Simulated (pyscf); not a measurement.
## Four-centre exchange: methane (CH₄) + [Cl–Zn]• -> [H₃C–Zn]• + hydrogen chloride (HCl)

Gas phase, doublet surface, charge 0. Bonds broken: C1–H4, Zn2–Cl3. Bonds formed: C1–Zn2, Cl3–H4. Structures and frequencies: ωB97X-D3(BJ)/def2-SVP in PySCF.

Transition state (Å):

```xyz
7

C     -0.3471    -0.9809     0.1962
Zn     0.9207     0.7151     0.3974
Cl    -1.2210     1.8710    -0.4051
H     -0.9366     0.4569    -0.1559
H     -1.3940    -1.1276    -0.1296
H     -0.2879    -1.3996     1.2152
H      0.2657    -1.6032    -0.4780
```

One imaginary mode, 925i cm⁻¹; descent along it reached the two sides named.

```tsv
bond	change	reactant side (Å)	saddle	product side
C1–H4	breaks	1.099	1.593	2.6
Zn2–Cl3	breaks	2.171	2.563	3.1
C1–Zn2	forms	3.2	2.127	2.017
Cl3–H4	forms	2.9	1.464	1.285
```

Electronic energies relative to the separated reactants (eV):

| level | barrier | reaction energy | reverse barrier |
|---|---|---|---|
| ωB97X-D3(BJ)/def2-TZVP | 2.12 | +1.83 | 0.29 |
| PBE/def2-TZVP | 1.83 | +1.63 | 0.20 |
| r²SCAN/def2-TZVP | 1.90 | +1.76 | 0.14 |
| B3LYP-D3(BJ)/def2-TZVP | 2.09 | +1.73 | 0.35 |
| PBE0-D3(BJ)/def2-TZVP | 1.93 | +1.74 | 0.20 |
| M06-2X/def2-TZVP | 2.07 | +1.83 | 0.24 |
| ωB97M-D3(BJ)/def2-TZVP | 2.10 | +1.73 | 0.38 |
| HF/def2-TZVP | 2.96 | +2.13 | 0.83 |

With ωB97M-D3(BJ)/def2-TZVP energies and thermal terms (ideal gas, 1 atm, RRHO with modes under 100 cm⁻¹ raised to 100, one conformer, R ln 2 for chiral ones without a mode under 150 cm⁻¹), in eV:

| T (K) | ΔH‡ | ΔG‡ | ΔH | ΔG |
|---|---|---|---|---|
| 298 | 1.94 | 2.29 | +1.61 | +1.58 |
| 600 | 1.97 | 2.63 | +1.64 | +1.54 |
| 900 | 2.01 | 2.95 | +1.66 | +1.48 |
| 1200 | 2.04 | 3.26 | +1.67 | +1.42 |

This is the saddle that the search found; another between the same sides may lie lower. The term symbol of open-shell Cl–Zn was not checked; spin-orbit terms and orbital degeneracy are left out. Elements up to Kr have no core potential and no relativistic terms here.
